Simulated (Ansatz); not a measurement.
# Al₂H₂ (triplet): the correlation ladder at distance Al1–H3 = 1.279 Å, 6-31G

Aim: climb from Hartree-Fock through coupled cluster and multireference methods for Al₂H₂ (triplet) at one geometry and basis, and see what each rung misses.

Computed with Ansatz 0.2.0, Gaussian basis. Level: 6-31G, core rule «outside noble gas», up to 10 orbitals frozen.

To be run: UHF; CCSD(T) on ROHF; CCSD(T) on UHF; BCCD(T) on ROHF; CISD; CCSDT(Q) on ROHF; CCSDT(Q) on UHF; CISDTQ; CASSCF and MRCISD+Q, 4 electrons in 4 orbitals; CASSCF and NEVPT2, 4 electrons in 4 orbitals; CASSCF and MRCISD+Q, 8 electrons in 10 orbitals; CASSCF and NEVPT2, 8 electrons in 10 orbitals; Full CI.

15 further runs of the same task are left out: 9 that didn't finish, 6 set aside as unsound or not needed.

## 1. The system

The geometry derives from a PBE0/def2-TZVP stationary point (not a proven minimum). One bond is set to the value named and the two fragments are kept rigid.

4 atoms, charge 0, spin multiplicity 3.

Atoms are counted from 1 here; the program's logs count them from 0.

Bond lengths: Al1–Al2 2.300 Å, Al1–H3 1.279 Å, Al2–H4 1.575 Å. Angles: Al2–Al1–H3 180.0°, Al1–Al2–H4 180.0°.

## 2. UHF

The input, in.yaml:

```yaml
crystal:
  periodic: [false, false, false]
  atoms:
    - {symbol: Al, position_ang: [0.000000, 0.000000, 1.223892]}
    - {symbol: Al, position_ang: [0.000000, 0.000000, -1.076120]}
    - {symbol: H, position_ang: [0.000000, 0.000000, 2.502892]}
    - {symbol: H, position_ang: [0.000000, 0.000000, -2.650663]}
basis:
  gaussian: {orbitals: 6-31G}
magnetization: {spin_polarized: true, initial_magnetization: 2}
hamiltonian: {xc: hf}
output: {orbitals: {seedname: orbitals}}
```

On the command line:

```bash
$ ansatz run in.yaml --threads 1 --pin off --events-out ev --progress --plain --max-ram 2393MiB
```

Further steps of the session: CCSD(T) on ROHF; CCSD(T) on UHF; BCCD(T) on ROHF; CISD; CCSDT(Q) on ROHF; CCSDT(Q) on UHF; CISDTQ; CASSCF and MRCISD+Q, 4 electrons in 4 orbitals; CASSCF and NEVPT2, 4 electrons in 4 orbitals; CASSCF and MRCISD+Q, 8 electrons in 10 orbitals; CASSCF and NEVPT2, 8 electrons in 10 orbitals; Full CI.

Q: Predict the results of all the runs planned. Wanted: FCI below the RHF energy; RMP2 from FCI; UMP2 from FCI; RCCSD from FCI; RCCSD(T) from FCI; UCCSD(T) from FCI; RCCSDT(Q) from FCI; UCCSDT(Q) from FCI; NEVPT2 pair from FCI.

**Answer**, as computed:

| quantity | value |
| --- | --- |
| FCI below the RHF energy | -2.2626 eV |
| RMP2 from FCI | +16.39 kcal/mol |
| UMP2 from FCI | +15.89 kcal/mol |
| RCCSD from FCI | +1.68 kcal/mol |
| RCCSD(T) from FCI | +0.60 kcal/mol |
| UCCSD(T) from FCI | +0.60 kcal/mol |
| RCCSDT(Q) from FCI | +0.04 kcal/mol |
| UCCSDT(Q) from FCI | +0.04 kcal/mol |
| NEVPT2 pair from FCI | +15.07 kcal/mol |
| MRCISD+Q pair from FCI | +0.18 kcal/mol |
| NEVPT2 valence from FCI | +4.21 kcal/mol |
| levels within 1 kcal/mol (43 meV) | RCCSD(T), UCCSD(T), BCCD(T), RCCSDT, UCCSDT, CISDTQ, RCCSDT(Q), UCCSDT(Q), MRCISD+Q pair, MRCISD valence, MRCISD+Q valence |
| T1 diagnostic | 0.022 |
| effectively unpaired electrons | 2.04 |

**Reading.** RCCSD(T) misses by +0.60 kcal/mol, 1.2 % of the correlation energy. One determinant dominates. Of the multireference levels listed MRCISD+Q valence comes nearest in total energy (+0.15 kcal/mol), which doesn't show that its space is the better one. These misses are within one basis, not against nature; the frozen cores of restricted and unrestricted runs differ, which can shift their rows.
